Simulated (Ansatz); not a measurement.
**NH⁻, doublet in 6-31++G**: errors against full CI**

Geometry: a PBE0/def2-TZVPD stationary point for this spin.

```yaml
atoms:
  - { symbol: N, position_ang: [0.0000, 0.0000, 0.0000] }
  - { symbol: H, position_ang: [0.0000, 0.0000, 1.0366] }
```

Basis 6-31++G** (Cartesian d functions); Ansatz 0.2.0. Correlated methods freeze the noble-gas cores, which leaves 7 electrons in 24 orbitals. R marks a restricted (for open shells ROHF) determinant, U an unrestricted one. Active spaces: pair = (3e, 3o) about the gap; valence = (7e, 5o) chosen from the atoms' valence shells. This anion state lies near or above the neutral species, so the extra electron is weakly bound or unbound and the energies hang on the diffuse functions.

Full CI is exact within this basis and frozen core; it isn't the basis-set limit. The frozen core follows each run's orbitals, which can shift R against U totals by a few meV.

HF rows are the lowest solutions found. Coupled cluster chose its determinant by trial CCSD, here up to 0.27 eV above the lowest Hartree–Fock solution of its kind, and MP2 stands on that determinant too. For open shells CISD is restricted-active-space CI with the open shells as a complete middle space.

* UHF ⟨S²⟩: 1.765
* ⟨S²⟩ of the determinant under UCCSD: 0.780
* T1 diagnostic (RCCSD): 0.0257
* largest doubles amplitude (RCCSD): 0.079
* T1 diagnostic (UCCSD): 0.0239

```
                   level  E − E(full CI) (mEh)  share of correlation (%)  wall time
                     RHF                181.55                      0.00          –
                    UHF†                167.50                         –     0.24 s
                    RMP2                 20.02                     88.97          –
                    UMP2                 20.44                     88.74          –
                    CISD                 13.35                     92.65      0.6 s
                   RCCSD                  5.68                     96.87          –
                   UCCSD                  5.58                     96.92          –
                RCCSD(T)                  1.08                     99.41     0.72 s
                UCCSD(T)                  1.10                     99.39      1.4 s
                 BCCD(T)                  1.15                     99.37     0.84 s
                  RCCSDT                  0.50                     99.72          –
                  UCCSDT                  0.48                     99.74          –
               RCCSDT(Q)                  0.02                     99.99      3.9 s
               UCCSDT(Q)                 -0.06                    100.03      4.4 s
     CASSCF (pair space)                161.34                     11.13          –
     NEVPT2 (pair space)                 20.11                     88.93     0.27 s
     MRCISD (pair space)                 10.94                     93.98          –
   MRCISD+Q (pair space)                  1.12                     99.38     0.51 s
  CASSCF (valence space)                159.84                     11.95          –
  NEVPT2 (valence space)                 32.09                     82.32     0.18 s
  MRCISD (valence space)                 10.70                     94.11          –
MRCISD+Q (valence space)                  1.08                     99.41     0.45 s
```

A dagger marks rows that describe another state than the reference (another or a broken symmetry, a higher spin or other natural occupations), so the difference isn't the method's error.

The correlation energy at full CI, counted from RHF, is -4.940 eV. That run took 82 s on 1 thread of Arm Neoverse V1, shared host over 5,376,630 determinants.

Times hold each run's SCF and search for its determinant on a shared host, so for small cases they say little of a method's own cost; they ran on 1 thread of Arm Neoverse V1.

The full-CI state has the irrep B2 of C2v, in the program's axes (one component, if the state is degenerate).

Natural occupations of full CI about the gap: 1.969 1.947 1.931 0.985 0.055 0.038 0.021 0.018 0.008 0.005; effectively unpaired electrons, Σ n²(2−n)², 1.05.
